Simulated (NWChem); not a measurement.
System: CH5N anion, doublet; SMILES of the neutral closed-shell parent NC

Input file for NWChem:

```
start job
memory heap 200 mb stack 900 mb global 1100 mb
charge -1
geometry units angstroms noautoz
  C     -0.000043     0.693231    -0.023108
  N      0.000278    -0.771813    -0.121918
  H     -0.888594     1.103783    -0.532687
  H      0.890701     1.103827    -0.528827
  H     -0.002254     1.076082     1.021159
  H     -0.818686    -1.119875     0.395001
  H      0.817829    -1.119650     0.397391
end
basis spherical
  * library aug-cc-pvdz
end
dft
  odft
  mult 2
  xc xpbe96 cpbe96
  iterations 150
  mulliken
end
task dft energy
```

Coordinates come from a B3LYP/def2-SVPD, spin-unrestricted optimisation. This spin state was assumed; another may lie lower. No stability test was run on the SCF state. The highest occupied level is positive, so the extra electron may be held by the finite basis.

**Question.** What results follow from this input? (PBE/aug-cc-pVDZ, spin-unrestricted.) Quantities: basis functions; energy (Ha); highest occupied level (eV); lowest empty minus highest occupied level, either spin (eV); <S²>.

**Answer.** 
```json
{
  "number_of_basis_functions": "91",
  "energy (Ha)": "-95.72",
  "highest occupied level (eV)": "1.74",
  "lowest empty minus highest occupied level, either spin (eV)": "0.45",
  "<S²>": "0.750"
}
```
